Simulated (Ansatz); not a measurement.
## Worked example: correlation energy of AsH₃⁺, doublet

Geometry: that of the AsH3, singlet, kept fixed.

```yaml
atoms:
  - { symbol: As, position_ang: [0.0002, 0.0000, -0.0329] }
  - { symbol: H, position_ang: [1.2593, 0.0140, 0.8215] }
  - { symbol: H, position_ang: [-0.6489, 1.0868, 0.8116] }
  - { symbol: H, position_ang: [-0.6239, -1.1021, 0.8106] }
```

Basis cc-pVDZ; Ansatz 0.2.0. Only valence electrons are correlated (noble-gas cores and the filled d shells of p-block atoms frozen), which leaves 7 electrons in 28 orbitals. Prefix R: restricted or restricted open-shell reference; prefix U: unrestricted. No spin–orbit coupling is included, and no scalar relativity.

Full CI isn't at hand for all of this; UCCSDT(Q) serves as the reference, and is uncertain by about the last step of the cluster series.

Runs differ by some tens of microhartree through their thresholds and, for an open shell, their frozen cores, so steps under 0.03 kcal/mol mean nothing.

```
    level  total energy (hartree)
      UHF            -2235.551360
     UMP2            -2235.651534
    UCCSD            -2235.678122
 UCCSD(T)            -2235.680913
   UCCSDT            -2235.681624
UCCSDT(Q)            -2235.681684
```

Problem. What is the correlation energy at UCCSDT(Q), and what share of it do UMP2 and UCCSD(T) recover?

Solution. E(corr) = -2235.681684 − (-2235.551360) = -0.130324 hartree = -3.546 eV. UMP2: -0.100174 / -0.130324 = 76.87 %. UCCSD(T): -0.129553 / -0.130324 = 99.41 %.

Problem. By how many kcal/mol does UCCSD(T) miss UCCSDT(Q) (1 hartree = 627.509 kcal/mol), and which steps make up the rest?

Solution. -2235.680913 − (-2235.681684) = 0.000771 hartree = 0.48 kcal/mol. Steps: UCCSDT − UCCSD(T) = -0.45, UCCSDT(Q) − UCCSDT = -0.04 kcal/mol. That is within 1 kcal/mol of the reference in this basis, which itself misses far more of the correlation at the basis-set limit.
